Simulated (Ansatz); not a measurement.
## How methods differ on AlNH4 (AlH2(NH2))

AlNH4: 6 atoms, total charge 0, spin state singlet. SMILES: `[H][Al]([H])[NH2]`. The shape comes from GFN2-xTB, which is rough for such elements, and wasn't checked as a minimum.

```
atom    x (Å)    y (Å)    z (Å)
  Al   0.4112   0.7098   0.0041
   H   1.9511   0.7541   0.0402
   H  -0.3175   2.0686  -0.0206
   N  -0.4778  -0.8270  -0.0067
   H  -0.8038  -1.3379  -0.8198
   H  -0.7632  -1.3675   0.8027
```

Quantity: the energy change with the N4–H6 bond stretched from 1.014 to 1.268 Å, in eV. The values are calculated.

```csv
level,kind,program,value (eV),less FCI/STO-3G,CPU time (all runs)
PBE/STO-3G (restricted),GGA,Ansatz,0.81,-0.03,1.9 s
B3LYP/STO-3G (restricted),global hybrid,Ansatz,0.88,+0.04,2.3 s
wB97M-V/STO-3G (restricted),range-separated hybrid,Ansatz,0.94,+0.10,26 s
wB97X/STO-3G (restricted),range-separated hybrid,Ansatz,0.98,+0.14,6.8 s
B2PLYP/STO-3G (restricted),double hybrid,Ansatz,0.93,+0.09,1.9 s
BCCD(T)/STO-3G (restricted),coupled cluster or CI,Ansatz,0.84,0.00,0.32 s
CCSD/STO-3G (restricted),coupled cluster or CI,Ansatz,0.85,+0.01,0.37 s
FCI/STO-3G,exact in the basis,Ansatz,0.84,0.00,8 s
```

FCI/STO-3G is exact within its basis and frozen core, so for wave-function methods in that basis the difference is their error; functionals converge differently with the basis, so for them it is only a difference. The first shape isn't each level's own minimum. The values span 0.81 to 0.98 eV. All rows use very small basis sets, so even the best lies far from the true value. CPU times are rough (shared hosts, several kinds of processor): they show what a rung costs within a factor of a few.
